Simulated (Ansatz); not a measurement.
Input file:

```yaml
crystal:
  periodic: [false, false, false]
  atoms:
    - {symbol: B, position_ang: [0.740749, 0.000000, 0.617917]}
    - {symbol: Be, position_ang: [-0.908437, 0.000000, -0.586896]}
    - {symbol: H, position_ang: [0.177358, 0.000000, -1.380124]}
basis:
  gaussian: {orbitals: cc-pVTZ-DK}
magnetization: {spin_polarized: false}
correlation: {method: ccsd_t, electrons: outside_noble_gas}
output: {forces: true}
```

```sh
$ ansatz run in.yaml --threads 1 --pin off --events-out ev --progress --plain --max-ram 2393MiB
```

The program prints:

```
430 factors; integrals over basis functions are off by at most 1.0e-3 eV
mean field evaluation 1: about -1078.4748 eV, gradient 9.9e0 eV
mean field evaluation 2: about -1078.4766 eV, gradient 9.9e0 eV
mean field evaluation 4: about -1079.5080 eV, gradient 2.4e0 eV
mean field evaluation 8: about -1079.6920 eV, gradient 2.8e-1 eV
mean field evaluation 16: about -1079.3139 eV, gradient 6.0e0 eV
mean field evaluation 32: about -1077.1653 eV, gradient 4.1e-1 eV
mean field evaluation 64: about -1077.8879 eV, gradient 3.3e0 eV
mean field -1079.69566208 eV, -39.6780837374 hartree, gradient 1.3e-6 eV, S^2 0.000000; 1 other end points of the search recorded, 0 dependent functions left out; unrestricted orbitals would lower it
determinant -1079.69566208 eV, -39.6780837374 hartree, with singles and doubles -1084.22435194 eV, -39.8445100201 hartree
determinant -1077.17081887 eV, -39.5852974608 hartree, with singles and doubles -1081.81194995 eV, -39.7558558821 hartree
2 core orbitals not correlated: weight in the atoms' cores, before any rotation towards them, 1.000 or more for the frozen orbitals, at most 0.000 for the correlated occupied ones
reference -1079.69566208 eV, -39.6780837374 hartree; 3, 3 occupied and 69, 69 virtual orbitals, 430 factors
second order -3.41777979 eV of doubles, -0.00000000 eV of singles
cycle   1  -4.36458849 eV  change   -1.7e-1 eV  update   3.7e-2
cycle   2  -4.38794678 eV  change   -2.3e-2 eV  update   1.3e-2
cycle   3  -4.39112445 eV  change   -3.2e-3 eV  update   9.3e-3
cycle   4  -4.40065088 eV  change   -9.5e-3 eV  update   6.4e-3
cycle   5  -4.40721351 eV  change   -6.6e-3 eV  update   4.1e-3
cycle   6  -4.40911639 eV  change   -1.9e-3 eV  update   1.7e-3
cycle   7  -4.40919999 eV  change   -8.4e-5 eV  update   6.8e-4
cycle   8  -4.40940066 eV  change   -2.0e-4 eV  update   3.6e-4
cycle   9  -4.40927127 eV  change    1.3e-4 eV  update   1.8e-4
cycle  10  -4.40921218 eV  change    5.9e-5 eV  update   7.6e-5
cycle  11  -4.40923014 eV  change   -1.8e-5 eV  update   3.3e-5
cycle  12  -4.40922481 eV  change    5.3e-6 eV  update   1.4e-5
cycle  13  -4.40923038 eV  change   -5.6e-6 eV  update   6.1e-6
cycle  14  -4.40922977 eV  change    6.1e-7 eV  update   2.7e-6
cycle  15  -4.40922918 eV  change    5.9e-7 eV  update   1.3e-6
cycle  16  -4.40922872 eV  change    4.6e-7 eV  update   6.2e-7
perturbative correction -0.25499620 eV, -0.0093709376 hartree
the calculation of the forces begins
Total energy: -1084.35988700 eV, -39.8494908419 hartree
Relativity: scalar
Atom 0 at     0.740749     0.000000     0.617917 Å, force    -0.833316     0.000000    -0.621953 eV/Å
Atom 1 at    -0.908437     0.000000    -0.586896 Å, force     0.039268    -0.000000     1.182035 eV/Å
Atom 2 at     0.177358     0.000000    -1.380124 Å, force     0.794048     0.000000    -0.560082 eV/Å
Dipole moment:    -0.124364     0.000000    -0.086307 e Å
```

Forces (eV/Å):
```
B   -0.833  0.000 -0.622
Be   0.039  0.000  1.182
H    0.794  0.000 -0.560
```

The T1 diagnostic is 0.061.

Ran on 1 thread of Arm Neoverse V1, shared host: 3.7 s wall, 0.21 GiB peak host memory.
